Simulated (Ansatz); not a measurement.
Stepwise reaction of `BO` with water, as a gas-phase model of exchange steps in deposition or etching. ΔE in kJ/mol.

Calculated with Ansatz (gas phase, PBE0-D4/def2-TZVP geometries, no zero-point term in ΔE). CCSD(T)/CBS adds triple-zeta CCSD(T) − MP2 to the extrapolated MP2 energy (def2 sets, frozen cores). This one scheme is used for every species. Functionals use def2-TZVPP. B3LYP here is the variant with VWN-RPA as its local correlation; programs differ in this. Each species was taken in one conformer, which may not be the lowest.

```tsv
step	reaction	PBE-D4	B3LYP-D4	ωB97M-V	CCSD(T)/CBS
1	`BO` + H₂O → `OBO` + H₂	-122.1	-122.2	-122.1	-116.7
2	`OBO` + H₂O → `OB(O)O` + H₂	-98.8	-102.7	-103.6	-99.0
```

Problem. By hand: ΔE of the 2 steps together at CCSD(T)/CBS.

Solution. (-116.7) + (-99.0) = -215.7 kJ/mol, or -107.8 kJ/mol a step.

In ΔE each step is higher than the one before. All are downhill at CCSD(T)/CBS. PBE-D4 differs from CCSD(T)/CBS by -5.4 to 0.2 kJ/mol a step. Isolated molecules leave out the surface, adducts and barriers. Largest T1 diagnostic: 0.014.
